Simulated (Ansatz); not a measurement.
PF₃. Total charge 0; singlet. Geometry r2SCAN-D4/def2-TZVP.

Cartesian coordinates in Å:
```
P -0.496 0.220 0.226
F 0.511 1.172 -0.527
F -0.568 -0.911 -0.871
F 0.553 -0.481 1.172
```

(1) Estimate the orbital energies around the gap (eV) in Ansatz with HF/6-31G, LDA (SPW92)/def2-TZVP, PBE-D4/def2-TZVP, BLYP-D4/def2-TZVP, r2SCANh-D4/def2-TZVP.

## Answers

(1) 
```
orbital  HF/6-31G  LDA (SPW92)/def2-TZVP  PBE-D4/def2-TZVP  BLYP-D4/def2-TZVP  r2SCANh-D4/def2-TZVP
 HOMO−5    -19.56                 -12.04            -11.74             -11.64                -13.14
 HOMO−4    -19.56                 -12.04            -11.74             -11.64                -13.14
 HOMO−3    -18.47                 -10.97            -10.70             -10.61                -12.07
 HOMO−2    -18.47                 -10.97            -10.70             -10.61                -12.07
 HOMO−1    -18.38                 -10.59            -10.33             -10.24                -11.69
   HOMO    -13.47                  -7.92             -7.74              -7.68                 -8.60
   LUMO      3.21                  -1.43             -1.16              -1.07                 -0.54
 LUMO+1      3.21                  -1.43             -1.16              -1.07                 -0.54
 LUMO+2      6.70                   1.48              1.76               1.78                  2.84
 LUMO+3      9.51                   5.05              5.30               5.22                  6.52
 LUMO+4     12.52                   5.15              5.31               5.26                  6.66
 LUMO+5     12.71                   5.15              5.32               5.26                  6.66
```
